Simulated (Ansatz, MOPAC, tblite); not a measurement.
# How methods differ on CH7BSi (SMILES CB[SiH3])

The species is CH7BSi (10 atoms), meant as a singlet with charge 0. SMILES: `CB[SiH3]`. The coordinates come from a PBE0-D4/def2-TZVP relaxation.

Each level gives the dipole moment (D). The values are calculated.

| level | kind | program | value (D) |
| --- | --- | --- | --- |
| AM1 | semi-empirical | MOPAC | 0.88 |
| PM7 | semi-empirical | MOPAC | 0.97 |
| GFN1-xTB | semi-empirical | tblite | 1.71 |
| IPEA1-xTB | semi-empirical | tblite | 2.23 |
| HF/STO-3G | Hartree–Fock | Ansatz | 0.66 |
| HF/3-21G | Hartree–Fock | Ansatz | 1.16 |
| HF/def2-SVP | Hartree–Fock | Ansatz | 1.23 |
| B3LYP/6-31G* (spherical functions) | global hybrid | Ansatz | 1.28 |
| B3LYP/6-31G* (Cartesian functions) | global hybrid | Ansatz | 1.28 |
| PBE0/def2-SVP | global hybrid | Ansatz | ? |

**Question.** Estimate the missing values from the other rows.

**Answer.** As computed at these levels: PBE0/def2-SVP: 1.31 D. The values span 0.66 to 2.23 D. Magnitudes only: a small dipole may point the other way at some levels. Sets without polarisation functions give poor dipoles. Without the sets that lack polarisation functions the rows with a basis span only 1.23 to 1.31 D.
